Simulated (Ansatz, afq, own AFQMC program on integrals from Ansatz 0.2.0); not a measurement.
**CH$_{5}$, doublet: AFQMC among the cluster methods**

```xyz
6

C    -0.1368    0.0000    0.0000
H    -0.5000    1.0273    0.0000
H    -0.5000   -0.5137    0.8897
H    -0.5000   -0.5137   -0.8897
H     1.1522    0.0000    0.0000
H     1.9772    0.0000    0.0000
```

Basis cc-pVTZ. Noble-gas cores (and the filled d shells of Ga–Kr and In–Xe) are frozen. Ansatz 0.2.0 and our own AFQMC program on the same integrals; the CISD trial comes from CCSD amplitudes, and released means the phaseless constraint is let go. ± is one standard error of the sampling.

Determinant: UHF, the one that the program's search chose, which needn't be the lowest solution. The geometry is a point of a scan.

No full CI on the walks' own integrals is used here; CCSDT(Q) serves as the reference and is uncertain by about the last step of the cluster series.

- T1 diagnostic: 0.0131
- weight of the determinant in the CISD state: 0.915
- ⟨S²⟩ of the determinant: 0.778
- size of the correlated space: 9 electrons in 99 orbitals

Reference: CCSDT(Q), correlation energy -6.539 eV. The released energy is read at 2.40 1/Eh (meV from the phaseless value at times in 1/Eh: 0 ± 3 at 0.24, -8 ± 3 at 0.51, -3 ± 3 at 0.99, -8 ± 4 at 1.62, -5 ± 4 at 2.40).

```
         level  E − E(reference) (kJ/mol)  share of correlation (%)
            HF                      630.9                      0.00
           MP2                       87.8                     86.08
          CCSD                       20.0                     96.82
       CCSD(T)                        2.0                     99.68
         CCSDT                        0.5                     99.92
   ph-AFQMC/HF                  0.1 ± 2.5                     99.99
 ph-AFQMC/CISD                  0.4 ± 0.4                     99.94
released AFQMC                 -0.1 ± 0.4                    100.02
```

A walk keeps the symmetry of its determinant, which the program's search chose and which needn't be the lowest solution, so a lower state of the same spin and another symmetry isn't excluded. Released energies are given only where the last usable release times agree within the noise; a slower fall can still hide under it.
